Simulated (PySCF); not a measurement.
Li2, optimised at GFN2-xTB:

```xyz
2

Li     0.0028    -0.8473     0.7769
Li    -0.0028     0.8473    -0.7769
```

Energies from PySCF (xtb for GFN2), thermal terms from the rigid-rotor harmonic-oscillator model, ideal gas at 1 bar. 6-31G* has spherical d functions here. All species are closed-shell singlets. B3LYP is the form with VWN-RPA correlation.

**Question.** List the harmonic frequencies (cm⁻¹, unscaled) at this level and at the other levels, each on its own geometry.

**Answer.** 
- GFN2-xTB: 388
- B3LYP/6-31G*: 344
- HF/6-31G*: 341
- PBE/def2-SVP: 325
- PBE0/def2-TZVP: 338
